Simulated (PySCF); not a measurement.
Isomers of C5H12S, one GFN2-xTB conformer each. Single-point energies are computed at PBE0/pcSseg-1 (PySCF, gas phase, no added dispersion term), electronic only.

Question: Rank them by PBE0/pcSseg-1 energy, lowest first (kJ/mol).
A. `[CH3:1][CH2:2][CH2:3][CH2:4][CH2:5][SH:6]` with C1–C2–C3–C4 180°, C2–C3–C4–C5 180°, C3–C4–C5–S6 179°, C4–C5–S6–H 61°
B. `[CH3:1][CH2:2][CH2:3][S:4][CH2:5][CH3:6]` with C1–C2–C3–S4 65°, C2–C3–S4–C5 80°, C3–S4–C5–C6 78° (ethyl propyl sulfide)

Answer: A (0.0), B (5.2).

As drawn, the lower has an S–H bond, which the higher lacks. Neighbours under 10 kJ/mol apart (CCCCCS and CCCSCC) can change places with a better method, another conformer or zero-point energy. GFN2-xTB itself gives, in the same order: 0.0, 12.1. Both levels put the same isomer lowest.

Question: Which frontier levels, dipoles and rotational constants go with these structures?

Answer: 
```tsv
SMILES	HOMO (eV, PBE0/pcSseg-1)	LUMO (eV)	dipole (D)	A, B, C (MHz)
CCCCCS	-6.69	0.71	1.95	14230, 805.0, 783.5
CCCSCC	-6.25	1.26	1.76	5507, 1441, 1353
```

Question: As an exercise, what shares would exp(−E/RT) give at 2000 K from these electronic energies alone (no entropy, no degeneracies)?

Answer: RT = 16.629 kJ/mol: CCCCCS 57.8 %, CCCSCC 42.2 %.
